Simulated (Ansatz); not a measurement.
**Relative stability**

Two relaxed structures of Si2H3O, doublet (PBE0-D4/def2-TZVP; forces vanish, vibrations not checked).

A:

| atom | x (Å) | y (Å) | z (Å) |
| --- | --- | --- | --- |
| O1 | -0.5350 | -1.9819 | 1.1889 |
| Si2 | -0.3629 | -1.0955 | -0.0383 |
| Si3 | 0.2057 | 1.1028 | 0.0814 |
| H4 | -0.6344 | -1.5391 | -1.4350 |
| H5 | 0.6205 | 1.8290 | -1.1424 |
| H6 | 0.7060 | 1.6847 | 1.3455 |

B:

O1  (1.150, -0.450, 0.049)
Si2  (-0.463, -0.993, -0.025)
Si3  (0.382, 1.053, 0.103)
H4  (-0.667, -1.741, -1.315)
H5  (0.730, 1.942, -1.031)
H6  (0.498, 1.769, 1.396)
(Å)

Program: Ansatz 0.2.0. Basis: def2-TZVPP. Cores are frozen in the correlated methods; orbitals are unrestricted. B3LYP uses VWN-RPA correlation.

Q: Which structure is lower at CCSD(T), and by how much? (An estimate is asked for; the value comes from the calculation.)

A: The calculation gives: B, by 0.652 eV (electronic energy, against the other). By their contacts, A is Si₂H₃O ([O][SiH][SiH2]) and B is Si₂H₃O ([O]1[SiH][SiH2]1).

All methods give the same order:

```tsv
method	E(B) − E(A) (eV)
PBE-D4	-0.588
r2SCAN-D4	-0.671
PBE0-D4	-0.709
B3LYP-D4	-0.608
wB97M-V	-0.758
HF	-0.784
MP2	-0.633
CCSD	-0.682
CCSD(T)	-0.652
```

No T1 diagnostic of these runs exceeds 0.023. ⟨S²⟩ of the unrestricted Hartree–Fock references: 0.77 to 0.78 (a pure state has 0.75).

Labels in which every atom is bracketed show which atoms are joined, not bond orders.

For scale, one of the runs: CCSD(T)/def2-TZVPP, 157 basis functions, launched by `ansatz run in.yaml --threads 2 --pin off --events-out ev --progress --plain --max-ram 4352MiB`. Time: 61 s of wall clock on 2 CPU threads of an Arm Neoverse V2; the host was shared. Peak host memory: 2.4 GiB.
